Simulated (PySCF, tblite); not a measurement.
# C₄H₆, a complex of two parts: NMR shifts, interaction energy, spin-spin couplings and electronic excitations

Wanted: the NMR shifts, interaction energy, spin-spin couplings and electronic excitations for `C=C` with `C#C`.

Computed with tblite 0.8.0 and PySCF 2.14.0; each step states its level. No surroundings beyond the atoms listed, unless a continuum is named. Atoms count from 0, parts from 1.

## (1) Starting point

10 atoms, charge 0, multiplicity 1; geometry: rigid parts in contact. Parts: 1 = atoms 0–5, `C=C`, charge 0; 2 = atoms 6–9, `C#C`, charge 0.

## (2) Search for minima with GFN2-xTB

The job: settings as JSON, then the geometry in Å.

```
{"job": {"kind": "dock", "xc": "GFN2-xTB", "basis": "xTB"}, "charge": 0, "multiplicity": 1, "parts": [{"atoms": "0-5", "charge": 0, "multiplicity": 1}, {"atoms": "6-9", "charge": 0, "multiplicity": 1}]}
C      0.654463    -0.036643     0.059322
C     -0.654485     0.036368    -0.059401
H      1.128836    -0.328752     0.981920
H      1.316033     0.192165    -0.760167
H     -1.316036    -0.191723     0.760353
H     -1.128812     0.328585    -0.982028
C     -0.698275     1.074131    -3.127775
C     -0.330245     0.014812    -3.537015
H     -1.021771     2.005725    -2.768398
H     -0.006513    -0.916447    -3.897189
```

Level: GFN2-xTB search for minima from random contacts, gas phase.

On the command line:

```
> OMP_NUM_THREADS=1 python cluster_run.py task.json out
```

This one command runs all jobs of the session in turn.

**Question.** The jobs that follow are: PBE0-D3(BJ)/def2-SVPD geometry optimisation, gas phase; GIAO PBE0/pcSseg-2 NMR shielding, non-relativistic, gas phase; wB97M-D3(BJ)/def2-TZVPD interaction energy, counterpoise and uncorrected, gas phase; PBE0-D3(BJ)/def2-TZVPD interaction energy, counterpoise and uncorrected, gas phase; B3LYP/pcJ-1 indirect spin-spin coupling, non-relativistic, gas phase; TDDFT CAM-B3LYP/def2-SVPD, vertical, gas phase, core orbitals frozen in the response. Predict: binding energy (GFN2-xTB); rotational constants (main isotopes); shieldings of C, H (PBE0/pcSseg-2); largest proton shift on binding; interaction energy, counterpoise (wB97M-D3(BJ)/def2-TZVPD); superposition error; binding energy (with deformation); largest coupling of the table (B3LYP/pcJ-1); lowest singlet (CAM-B3LYP/def2-SVPD); brightest single state of those computed; lowest triplet.

As calculated:

| quantity | value |
| --- | --- |
| binding energy (GFN2-xTB) | -1.00 kcal/mol |
| rotational constants (main isotopes) | 16.20, 2.49, 2.42 GHz |
| shieldings of C, H (PBE0/pcSseg-2) | C0 47.5, C1 47.9, C6 106.9, C7 107.0, H3 25.2, H5 25.2, H2 25.4, H4 25.4 ppm and more |
| largest proton shift on binding | H3, +0.31 ppm |
| interaction energy, counterpoise (wB97M-D3(BJ)/def2-TZVPD) | -1.34 kcal/mol |
| superposition error | 0.07 kcal/mol |
| binding energy (with deformation) | -1.31 kcal/mol |
| largest coupling of the table (B3LYP/pcJ-1) | 1J(C,H) C6–H8, 274.2 Hz |
| lowest singlet (CAM-B3LYP/def2-SVPD) | 6.55 eV (189 nm), f = 0.000 |
| brightest single state of those computed | state 4, 7.71 eV, f = 0.265 |
| lowest triplet | 4.39 eV |
| range of the interaction energy over the runs of this table | -1.43 to -1.34 kcal/mol |

In words: At its xTB geometry the search ends with the contact H5···C6 (at van der Waals distance, 2.90 Å); 6 starts can't prove it the lowest minimum. A later relaxation moves these distances. The start of the PBE0/def2-SVPD relaxation was shaken at random by about 0.01 Å, so part of the energy gained, and of the first lengths quoted, undoes that. The optimisation took 8 steps and gained 0.113 eV; among the close pairs (by a distance rule), C0–H2 changed most, from 1.041 to 1.093 Å. No frequency check was run at this level, so the end point may be a saddle. On binding (GIAO PBE0/pcSseg-2 NMR shielding, non-relativistic, gas phase), H3 moves most among the protons, 0.31 ppm downfield. Of the attraction, electrostatic 47 %, dispersion 41 %, orbital 12 %; Pauli repulsion takes back 1.23 kcal/mol. Of the pairs tabulated at B3LYP/pcJ-1, C6–H8 couples most strongly (274.2 Hz; Fermi contact 274.2 Hz). The first singlet state (HOMO−2→LUMO+2 0.41, HOMO−1→LUMO+3 0.35) lies at 6.55 eV and is dark; of the 6 states computed, the strongest absorption comes from states 4 to 5 together at 7.71 eV. The lowest triplet lies 2.16 eV below the lowest singlet (triplets in Tamm-Dancoff, singlets in full TDDFT). The interaction energy runs from -1.43 (PBE0-D3(BJ)/def2-TZVPD) to -1.34 kcal/mol (wB97M-D3(BJ)/def2-TZVPD).
